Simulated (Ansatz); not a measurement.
Ansatz (an electronic-structure program) input (CCSD(T)/cc-pVDZ):

Ansatz 0.2 input:
```yaml
crystal:
  periodic: [false, false, false]
  atoms:
    - {symbol: O, position_ang: [0.02055575, 1.37954633, -0.01097938]}
    - {symbol: C, position_ang: [-0.01134845, 0.01890589, 0.22432295]}
    - {symbol: H, position_ang: [0.91976598, 1.70434922, 0.11067332]}
    - {symbol: C, position_ang: [-1.34682762, -0.56808966, -0.05151891]}
    - {symbol: C, position_ang: [1.23987973, -0.74032850, -0.04973274]}
    - {symbol: H, position_ang: [-1.55796574, -0.61643837, -1.13244864]}
    - {symbol: H, position_ang: [1.46139415, -0.79556071, -1.12918124]}
    - {symbol: H, position_ang: [-2.13554147, 0.03305249, 0.40408140]}
    - {symbol: H, position_ang: [2.10665427, -0.27840017, 0.43425102]}
    - {symbol: H, position_ang: [-1.41082895, -1.58326961, 0.34158965]}
    - {symbol: H, position_ang: [1.16185374, -1.76302978, 0.32044181]}
basis:
  gaussian:
    orbitals: cc-pVDZ
magnetization: {spin_polarized: true, initial_magnetization: 1}
correlation: {method: ccsd_t, electrons: outside_noble_gas}
```

Output:

```
Functional definition: HF
integrals: 0.15 GiB planned
824 factors; integrals over basis functions are off by at most 1.3e-3 eV
mean field: 0.31 GiB planned
mean field evaluation 1: about -5235.3153 eV, gradient 2.3e1 eV
mean field evaluation 2: about -5235.4789 eV, gradient 2.3e1 eV
mean field evaluation 4: about -5238.4653 eV, gradient 3.2e0 eV
mean field evaluation 8: about -5238.5471 eV, gradient 4.5e-1 eV
mean field evaluation 16: about -5238.5509 eV, gradient 2.1e-6 eV
mean field -5238.55090937 eV, -192.5131951018 hartree, gradient 2.1e-6 eV, S^2 0.761330; 0 other end points of the search recorded, 0 dependent functions left out
4 core orbitals not correlated
reference -5238.55090937 eV, -192.5131951018 hartree; 13, 12 occupied and 74, 75 virtual orbitals, 824 factors
second order -16.15519587 eV of doubles, -0.00000000 eV of singles
coupled cluster: 0.72 GiB planned
cycle   1  -16.98057946 eV  change   -8.3e-1 eV  update   8.6e-2
cycle   2  -17.41295166 eV  change   -4.3e-1 eV  update   2.6e-2
cycle   3  -17.50962633 eV  change   -9.7e-2 eV  update   1.5e-2
cycle   4  -17.51080941 eV  change   -1.2e-3 eV  update   5.6e-3
cycle   5  -17.51024546 eV  change    5.6e-4 eV  update   2.6e-3
cycle   6  -17.51031098 eV  change   -6.6e-5 eV  update   9.3e-4
cycle   7  -17.51015412 eV  change    1.6e-4 eV  update   3.0e-4
cycle   8  -17.51018637 eV  change   -3.2e-5 eV  update   1.3e-4
cycle   9  -17.51020094 eV  change   -1.5e-5 eV  update   5.0e-5
cycle  10  -17.51018113 eV  change    2.0e-5 eV  update   2.2e-5
perturbative correction -0.46705614 eV, -0.0171639966 hartree
Total energy: -5256.52814664 eV, -193.1738463862 hartree
```

It need not be the lowest isomer of its formula.
